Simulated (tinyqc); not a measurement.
Orbital energy against energy difference: ionisation energy by orbital energies and by energy differences in the 6-31g basis, for BH3, spin multiplicity 1. Computed by the program tinyqc with PySCF. Command: `OMP_NUM_THREADS=1 python tinyqc.py 115801 115802 out.jsonl`; one thread of a shared host (Intel(R) Xeon(R) Processor @ 2.60GHz), about 20 s.

Geometry (angstrom):
```
atom        x        y       z
B      0.0000   0.0000  0.0150
H      1.1470   0.0000  0.0000
H     -0.5740   0.9940  0.0000
H     -0.5740  -0.9940  0.0000
```

CCSD(T) difference in the same basis = 13.0005 eV

IP-EOM-CCSD = 13.0060 eV

The cation is unrestricted; errors are against CCSD(T) in this basis, not against experiment.

First vertical ionisation energy (eV):
```
method     -e(HOMO)  E(cation) - E  error of -e(HOMO)  error of the difference
HF          13.6836      12.699933             0.6830                  -0.3006
LDA          8.4061      13.125192            -4.5944                   0.1247
PBE          8.4297      13.091243            -4.5708                   0.0907
B3LYP        9.7233      13.365547            -3.2772                   0.3650
PBE0         9.9645      13.302494            -3.0360                   0.3020
CAM-B3LYP   11.4494      13.394407            -1.5511                   0.3939
LC-wPBE     12.9680      13.482941            -0.0325                   0.4824
```

Koopmans errs by +0.68 eV and Delta-HF by -0.30 eV: relaxation, 0.98 eV, lowers the value and the missing correlation difference works against it. The PBE level is off by -4.6 eV through the wrong tail of its potential, though its energy difference is off by +0.09 eV; exact exchange deepens the level, and among the orbital energies LC-wPBE comes closest; among the differences PBE does.
